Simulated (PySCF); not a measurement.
A species of formula C5H7F has this rotational fingerprint, computed with PBE0-D3(BJ)/def2-TZVP geometry optimisation, gas phase (PySCF 2.14.0):

- Rotational constants: A = 7344, B = 1801, C = 1567 MHz
- Dipole components: |μa| = 2.26 D, |μb| = 0.00 D, |μc| = 0.83 D
- Inertial defect: -26.90 u·Å²
- κ: -0.92

Question: Which candidate fits, each taken in the one conformer that was computed?
A. `C#CC(C)(C)F`
B. `CC(C)=C=CF`

Answer: B. It is CC(C)=C=CF, a near-prolate asymmetric top, point group Cs. The candidates at the same level (rigid rotor, commonest isotopes):

```tsv
SMILES	A (MHz)	B (MHz)	C (MHz)	μa (D)	μb (D)	μc (D)	Δ (u·Å²)	point group	rotor
C#CC(C)(C)F	4856	2782	2720	0.21	0.00	1.89	-99.90	Cs	near-prolate asymmetric top
CC(C)=C=CF	7344	1801	1567	2.26	0.00	0.83	-26.90	Cs	near-prolate asymmetric top
```

`C#CC(C)(C)F` has C 74 % too high. In the right answer the mirror of this Cs structure is the ac plane, so μb vanishes by symmetry. No structure here is proved a minimum.
